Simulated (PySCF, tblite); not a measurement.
**Cyclopropyl Isocyanate (C4H5NO): geometry, infrared bands, NMR shifts and spin-spin couplings**

What infrared bands, NMR shifts and spin-spin couplings should Cyclopropyl Isocyanate (C4H5NO) (`O=C=NC1CC1`) show?

Programs: tblite 0.8.0 and PySCF 2.14.0, with density-fitted response routines of our own. Each step states its level of theory. These are calculated values for one molecule in the gas phase, unless marked as measured. Atoms count from 0, in the outputs and in this text.

## (1) The starting structure

11 atoms, charge 0, multiplicity 1; geometry from: force field or distance geometry start.

Bonds of the start (Å): O0–C1 1.24, C1–N2 1.28, N2–C3 1.46, C3–C4 1.49, C4–C5 1.52, C5–C3 1.53, C3–H6 1.12, C4–H7 1.11, C4–H8 1.12, C5–H9 1.12, C5–H10 1.10.

## (2) Optimising the geometry with GFN2-xTB

Job settings and geometry (Å):

```
{"job": {"kind": "relax", "xc": "GFN2-xTB", "basis": "xTB"}, "charge": 0, "multiplicity": 1}
O      2.742300    -0.070900    -1.067800
C      1.985000    -0.333100    -0.117500
N      1.230400    -0.611500     0.872700
C     -0.087000     0.018000     0.848500
C     -0.472900     0.772600    -0.379300
C     -1.138000    -0.559600    -0.093600
H     -0.540500     0.291200     1.837600
H     -1.026200     1.724800    -0.228500
H      0.314200     0.761000    -1.179500
H     -0.800900    -1.423600    -0.726500
H     -2.200700    -0.566300     0.207900
```

On the command line:

```
OMP_NUM_THREADS=1 python probes_run.py task.json out
```

This one command runs all jobs of the session in turn.

**Question.** This job is followed by: GFN2-xTB harmonic vibrations, gas phase; GIAO PBE0/pcSseg-1 NMR shielding, non-relativistic, gas phase; B3LYP/pcJ-1 indirect spin-spin coupling, non-relativistic, gas phase. Predict these results of the whole session: strongest single infrared mode (GFN2-xTB); zero-point energy (GFN2-xTB); 13C shifts against TMS (PBE0/pcSseg-1, means over atoms taken as alike); 1H shifts against TMS (PBE0/pcSseg-1, means over atoms taken as alike); 17O shifts against H2O (PBE0/pcSseg-1); 15N shifts against NH3 (PBE0/pcSseg-1); largest coupling of the table (B3LYP/pcJ-1).

As calculated:

| quantity | value |
| --- | --- |
| strongest single infrared mode (GFN2-xTB) | 2516 cm⁻¹, 1379 km/mol |
| zero-point energy (GFN2-xTB) | 52.7 kcal/mol |
| 13C shifts against TMS (PBE0/pcSseg-1, means over atoms taken as alike) | 118.8, 24.3, 12.4 ppm |
| 1H shifts against TMS (PBE0/pcSseg-1, means over atoms taken as alike) | 2.28, 0.78, 0.56 ppm |
| 17O shifts against H2O (PBE0/pcSseg-1) | 133.5 ppm |
| 15N shifts against NH3 (PBE0/pcSseg-1) | 51.0 ppm |
| largest coupling of the table (B3LYP/pcJ-1) | 1J(C,H) C3–H6, 188.2 Hz |

**Reading.** The optimisation took 57 steps and gained 1.199 eV; among the close pairs (by a distance rule), C1–N2 changed most, from 1.276 to 1.188 Å. No mode is imaginary among the 27: a minimum at this level. The strongest single mode, at 2516 cm⁻¹, moves mainly C1. GFN2-xTB is a fitted tight-binding method: band positions and strengths are rough. Its intensities can rank the bands wrongly. Of the pairs tabulated at B3LYP/pcJ-1, C3–H6 couples most strongly (188.2 Hz; Fermi contact 187.2 Hz). Couplings across rotatable bonds belong to this one conformer; where others are populated, the observed values are averages.
